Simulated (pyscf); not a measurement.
PySCF, gas phase, ωB97X-D3(BJ)/def2-SVP geometries. Correlated levels are frozen-core, on RHF or UHF. ΔMP2 is the change of the MP2 total energy from the triple- to the quadruple-zeta basis.

Problem. Estimate by transition-state theory the rate constant of fluoromethane (H₃C–F) + silylene (SiH₂) [singlet] → hydrogen fluoride (HF) + H₂C=SiH₂ (singlet surface; C–F, C–H broken, F–H, C–Si formed) at 900 K, with CCSD(T)/def2-TZVPP + ΔMP2(QZVPP) energies (ideal gas, 1 atm, RRHO with modes under 100 cm⁻¹ raised to 100, one conformer, R ln 2 for chiral ones without a mode under 150 cm⁻¹; no tunnelling).

Solution. The electronic barrier is 29.9 kcal/mol and the thermal terms add +28.7, so ΔG‡ = 58.6 kcal/mol. With k_BT/h = 1.88e+13 s⁻¹ and RT = 1.788 kcal/mol, and a volume of 1.23e-19 cm³ per molecule at 1 atm, k = 1.4e-20 cm³ molecule⁻¹ s⁻¹. Wigner's tunnelling factor for 876i cm⁻¹ would be 1.08. A shift of 1 kcal/mol in the barrier changes k by a factor 1.7. On the product side the descent ends in a complex, 6.6 kcal/mol under the separated species and 60.6 kcal/mol under the saddle at ωB97X-D3(BJ)/def2-TZVP. This is the saddle that the search found; another between the same sides may lie lower. The CCSD(T) − MP2 part came from Ansatz, without density fitting, on the same reference.
